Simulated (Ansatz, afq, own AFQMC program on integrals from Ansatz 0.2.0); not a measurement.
**Where AFQMC and coupled cluster stand for CH₂, singlet**

```yaml
atoms:
  - { symbol: C, position_ang: [0.0000, -0.1186, 0.0215] }
  - { symbol: H, position_ang: [0.0000, 0.8283, -1.1393] }
  - { symbol: H, position_ang: [0.0000, 0.5846, 0.8836] }
```

Basis cc-pVDZ. Noble-gas cores (and the filled d shells of Ga–Kr and In–Xe) are frozen. AFQMC by an in-house program on the Cholesky factors that Ansatz 0.2.0 writes for its CCSD(T) run. The CISD trial takes its coefficients from CCSD amplitudes. Released means that phaseless walkers are propagated on without the constraint, phases kept. Uncertainties: one standard error, sampling alone.

Determinant: UHF, the one that the program's search chose, which needn't be the lowest solution. The geometry is a point of a scan.

Full CI on the same integrals is exact in this basis and with this determinant's frozen core.

Cautions: strong correlation (T1 0.078, weight of the determinant 0.85, largest double 0.08); unrestricted determinant spin contaminated (⟨S²⟩ 0.67 against 0.00); the ph-AFQMC/CISD walk drifts between its halves (2.3 errors); the next higher spin lies close (full CI puts it 146 meV above).

The T1 diagnostic is 0.0784. The weight of the determinant in the CISD state is 0.853, the ⟨S²⟩ of the determinant is 0.671 and the size of the correlated space is 6 electrons in 23 orbitals.

```tsv
level	correlation energy (eV)
MP2	-2.8167
CCSD	-3.5960
CCSD(T)	-3.6812
```

(1) Estimate where phaseless AFQMC with the Hartree–Fock trial lies against CCSD(T) on the same integrals.

(1) 1.52 ± 0.66 kcal/mol above CCSD(T).

Reference: full CI, correlation energy -3.726 eV. The released energy is read at 2.40 1/Eh (meV from the phaseless value at times in 1/Eh: -4 ± 4 at 0.24, -6 ± 3 at 0.51, -8.0 ± 2.0 at 0.99, -8.6 ± 1.8 at 1.62, -4 ± 4 at 2.40). The cautions show a poor starting determinant, so the rows tell how each method copes with it here, and full CI is the sure value.

```csv
level,E − E(reference) (kcal/mol),share of correlation (%)
CCSD(T),1.04,98.79
CCSDT,0.16,99.81
CCSDT(Q),0.01,99.98
CCSDTQ,0.01,99.99
ph-AFQMC/HF,2.56 ± 0.66,97.02
ph-AFQMC/CISD,0.18 ± 0.08,99.79
released AFQMC,0.10 ± 0.08,99.88
```

CCSDT and higher add their correlation energy to the determinant of the CCSD(T) run, since their own runs factorise the integrals more tightly (a shift of under 2 meV). Released energies are given only where the last usable release times agree within the noise; a slower fall can still hide under it.
